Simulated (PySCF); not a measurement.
# LiB: frontier orbitals

BLYP at R = 2.149 Å; PySCF, no relativity, basis sets Li 6-31G(d,p), B 6-31G(d,p). State: ³Π (triplet), unpaired electrons σ ↑, π ↑. Only the outer orbitals are listed, counted within each symmetry.

```csv
spin,orbital,occ.,ε (eV),on Li (%),main shells (%)
α,2σ,1,-51.68,100,100 Li s
α,3σ,1,-8.40,17,"83 B s, 8 Li s, 8 Li p"
α,4σ,1,-3.34,31,"65 B p, 27 Li s"
α,1π,1,-2.79,26,"74 B p, 26 Li p"
α,1π,0,-2.40,30,"70 B p, 29 Li p"
α,5σ,0,-1.94,85,"52 Li s, 33 Li p, 15 B p"
α,2π,0,-0.09,77,"77 Li p, 23 B p"
β,2σ,1,-51.58,100,100 Li s
β,3σ,1,-7.05,22,"77 B s, 11 Li s, 10 Li p"
β,1π,0,-1.95,33,"67 B p, 32 Li p"
β,4σ,0,-1.92,69,"58 Li s, 25 B p, 11 Li p"
β,1π,0,-1.31,47,"53 B p, 46 Li p"
```

Q: Which are the highest filled and the lowest empty level, where do they sit, and how wide is the gap?

A: Highest filled α 1π at -2.79 eV (in %: 74 B p, 26 Li p); lowest empty α 1π at -2.40 eV (in %: 70 B p, 29 Li p); the gap at BLYP is 0.39 eV. Both belong to one degenerate shell, split only by its one-sided filling, so this is no excitation gap.

The bond order (Mayer) is 1.34. The ⟨S²⟩ is 2.002 and the charge on Li (Mulliken, basis-dependent) is 0.03. The charge on Li (Löwdin, basis-dependent) is -0.14 and the dipole moment (positive dipole means Li(−)B(+)) is -3.94 D.

The state was picked by a PBE0 search and need not be the measured ground state.
